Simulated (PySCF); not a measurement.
An unknown is described by computed data only.

Formula: C3H7ClO.

| Property | Result |
| --- | --- |
| NMR, other nuclei | isotropic shieldings of nuclei other than C and H, by class: 321 (1 O), 810 (1 Cl) ppm [GIAO PBE0/pcSseg-1] |
| XPS | Cl2p3/2 205.9, C1s 291.1, C1s 292.5, C1s 292.6, O1s 538.9, Cl1s 2828.5 eV [ΔSCF SCAN, pcX-2 on the ionised atom, pcseg-1 elsewhere, spin-free X2C, 2p3/2 from a spin–orbit splitting computed afterwards within the 2p shell] |
| Triplet | lowest triplet excitation (Tamm–Dancoff): 6.77 eV [TDA wB97X-D/def2-SVPD] |
| 13C NMR | chemical shifts (computed TMS as zero) by class: 68.6 (1 C), 68.5 (1 C), 22.5 (1 C) ppm [GIAO PBE0/pcSseg-1] |
| Rotational structure | rotational constants A, B, C: 4.940, 3.193, 2.385 GHz [PBE0-D3(BJ)/def2-SVP] |
| UV, strongest line | among the 10 lowest singlet transitions: S7 at 8.72 eV (142 nm, f = 0.057) [TDDFT wB97X-D/def2-SVPD] |
| UV, first state | lowest singlet excitation: 7.41 eV (167 nm, f = 0.001) [TDDFT wB97X-D/def2-SVPD] |
| 1H NMR | chemical shifts (computed TMS as zero) by class: 3.93 (1 H), 3.75 (1 H), 3.41 (1 H), 1.52 (3 H), 1.15 (1 H) ppm [GIAO PBE0/pcSseg-1] |
| Dipole | 1.81 D [wB97X-D/def2-SVPD] |
| Polarisability | 56.8 au [wB97X-D/def2-SVPD] |

Gas-phase values; electronic properties from PySCF, density fitting. Levels stand in brackets. The structure is a single PBE0-D3(BJ)/def2-SVP conformer in the gas phase; no vibrational or solvent corrections. NMR values are class means; diastereotopic atoms form classes of their own.

**Question.** What is the compound? Reason from the data.

**Answer.** Numbering: `[CH3:1][C@H:2]([Cl:3])[CH2:4][OH:5]`. Its formula, C3H7ClO, gives 0 degrees of unsaturation, so no ring and no π bond. 3 carbons fall into 3 classes; from least to most shielded: sp3 C–Cl carbon [C2] (68.6 ppm), carbinol carbon (C–OH) [C4] (68.5 ppm), methyl carbon [C1] (22.5 ppm). Hydrogen classes from least to most shielded: 1 H on an sp3 C–Cl carbon, C2 (3.93 ppm), 1 H on a carbinol carbon (C–OH), C4 (3.75 ppm), 1 H on a carbinol carbon (C–OH), C4 (3.41 ppm), 3 H on a methyl carbon, C1 (1.52 ppm, a mean of values up to 1.1 ppm apart in this geometry), 1 H on an alcohol oxygen, O5 (1.15 ppm). The other shieldings belong to: 321 ppm, alcohol oxygen [O5]; 810 ppm, alkyl chlorine [Cl3]. The core levels belong to: Cl2p3/2 205.9 eV, alkyl chlorine [Cl3]; C1s 291.1 eV, methyl carbon [C1]; C1s 292.5 eV, sp3 C–Cl carbon [C2]; C1s 292.6 eV, carbinol carbon (C–OH) [C4]; O1s 538.9 eV, alcohol oxygen [O5]; Cl1s 2828.5 eV, alkyl chlorine [Cl3]. The optimised geometry has point group C1 and is an asymmetric top. Structure: `C[C@H](Cl)CO`. Computed isomers that give other values at the same levels: `COCCCl` (core binding energies: Cl2p3/2 206.1, C1s 292.4, C1s 292.5, C1s 292.5, O1s 538.8, Cl1s 2828.7 eV). The assignments are read from this structure; whether some other isomer fits the data as well wasn't checked. The mirror image fits equally.

The values belong to the conformer `[CH3:1][C@H:2]([Cl:3])[CH2:4][OH:5]`: C1–C2–C4–O5 59°, H–O5–C4–C2 56°.
